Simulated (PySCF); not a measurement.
**Ionising PH**

PBE0; P def2-TZVP, H def2-TZVP; no relativity (PySCF 2.14). Neutral (UKS): triplet (π ↑↑), Re = 1.428 Å, ωe = 2374 cm⁻¹, De = 3.20 eV, HOMO -7.38 eV, LUMO -2.81 eV.

PH⁺ (UKS): doublet (π ↑), Re = 1.434 Å, ωe = 2373 cm⁻¹, De = 3.46 eV to P⁺ + H. The energies at the minima are -341.75383 hartree for PH and -341.37620 for PH⁺.

Question: Work out the adiabatic ionisation energy, without and with harmonic zero-point energies (1 hartree = 27.2114 eV, 1 eV = 8065.5 cm⁻¹), and the change of the bond length.

Answer: At PBE0: 0.37763 hartree = 10.276 eV between the minima; the zero-point term (2373.0 − 2374.0)/2 cm⁻¹ = -0.000 eV makes it 10.276 eV. Re changes by +0.6 pm against the neutral. The electron leaves a π orbital, which is non-bonding in a hydride.

For an ion De counts to the pair picked by the measured ionisation energies or electron affinities, which need not be the lowest pair at this level. States were picked by a PBE0 search and need not be the measured ground states.
